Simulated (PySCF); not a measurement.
BCl₃, SMILES ClB(Cl)Cl. Heavy atoms are numbered as in [B:1]([Cl:2])([Cl:3])[Cl:4].

The structure is a stationary point at TPSSh-D3(BJ)/def2-SVP. The isomer is the one that the SMILES or the coordinates give; other isomers of the formula were not compared.

All values below come from PBE/pcSseg-2 (PySCF).

GIAO shieldings, no solvent; atoms alike by connectivity are averaged. δ = σ(ref) − σ: ¹¹B against BF3 (σ = 83.1 ppm); ³⁵Cl against HCl (σ = 936.5 ppm), references at their B3LYP-D3(BJ)/def2-TZVP geometries, non-relativistic (without spin–orbit terms, shifts of atoms bonded to Cl or Br come out too high).

```json
[
 {"nucleus": "¹¹B", "atoms": "B1", "count": "1", "δ (ppm)": "41.7"},
 {"nucleus": "³⁵Cl", "atoms": "Cl2", "count": "3", "δ (ppm)": "325.6"}
]
```
